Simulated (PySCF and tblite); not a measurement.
Results of a calculation; reference values are marked as such.
C3H8O, numbered as in [CH3:1][CH2:2][CH2:3][OH:4].

The ensemble was built from 90 distance-geometry starts (ETKDG and KDG, MMFF94s, GFN2-xTB) and rests on PBE0-D3(BJ)/def2-SVP geometries. Energies: PBE0-D3(BJ)/def2-TZVP, with GFN2-xTB thermal terms (modes under about 100 cm⁻¹ blended into free rotors). Symmetry numbers and mirror images are counted. Conformers within 4 kcal/mol (GFN2-xTB free energy) were kept, 5 at most. Programs: PySCF with density fitting and tblite.

An NOE distance is ⟨r⁻⁶⟩^(−1/6) over all pairs of like atoms and, for the average, over conformers.

Torsions listed: C1–C2–C3–O4, C2–C3–O4–H4. Of a mirror pair one member is shown.

```
conformer        shape  weight %
        1   -61°, 175°      24.7
        2    -62°, 67°      21.3
        3  -177°, -60°      21.2
        4     58°, 62°      21.1
```

Not shown: 1 more, 11.7 % in all.

**Question.** Which H–H contacts under 3.5 Å would NOEs report (pairs on one atom left out) at 298.15 K?

**Answer.** 
```
     pair  in 1 (Å)  in 2 (Å)  in 3 (Å)  in 4 (Å)  average (Å)
H3 ··· H4      2.33      2.48      2.51      2.50         2.43
H2 ··· H3      2.54      2.54      2.69      2.55         2.59
H1 ··· H2      2.64      2.63      2.64      2.64         2.64
H2 ··· H4      3.71      3.27      2.62      2.76         2.97
H1 ··· H3      3.23      3.26      2.94      3.24         3.12
H1 ··· H4      3.83      2.59      4.50      3.29         3.17
```

Longer pairs under the limit may be missing.

**Question.** In a model where alignment follows shape alone (order matrix 0.002 × (3G/tr G − 1)/2, G the second moments of the atom positions; splitting J + 2D), what are the one-bond C–H dipolar couplings D?

**Answer.** H1 2.9 Hz (1.6 in conformer 1), H2 9.8 Hz (9.5 in conformer 1), H3 6.3 Hz (4.5 in conformer 1).
